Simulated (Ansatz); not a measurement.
Reaction (SMILES): OCl (OH-Cl) → Cl[O] (O-Cl) + H atom
B3LYP-D3(BJ)/def2-TZVP geometries, fixed; electronic energies without zero-point terms.

Energies in hartree at B3LYP with Ansatz (an electronic-structure program); the bond dissociation energy is their sum with the coefficients shown, times 627.509 kcal/mol a hartree. All functions are spherical. The program fits the integrals of some runs and decomposes those of others, by size. Open shells are unrestricted. No added dispersion term, no relativity.

```tsv
species	coefficient	part	cc-pV(D+d)Z	cc-pV(T+d)Z	cc-pV(Q+d)Z
OCl (OH-Cl)	-1	B3LYP	-535.97619	-536.02710	-536.03897
[O]Cl (O-Cl)	+1	B3LYP	-535.32221	-535.37077	-535.38238
H atom	+1	B3LYP	-0.50126	-0.50216	-0.50235
```

Task: Predict the bond dissociation energy in cc-pV(5+d)Z (X = 5): let each B3LYP step shrink by the ratio of the last two. Compare with the run.

Result: 
- OCl (OH-Cl): steps -0.05091 and -0.01187, ratio 0.233, so B3LYP -536.04174 (run: -536.04472).
- [O]Cl (O-Cl): steps -0.04856 and -0.01161, ratio 0.239, so B3LYP -535.38515 (run: -535.38812).
- H atom: steps -0.00090 and -0.00019, ratio 0.211, so B3LYP -0.50239 (run: -0.50243).
Predicted 96.76 kcal/mol; the run in cc-pV(5+d)Z gives 96.74, a miss of 0.02. Keeping the value in cc-pV(Q+d)Z, 96.79, would miss by 0.04. All sums are of the energies as printed.
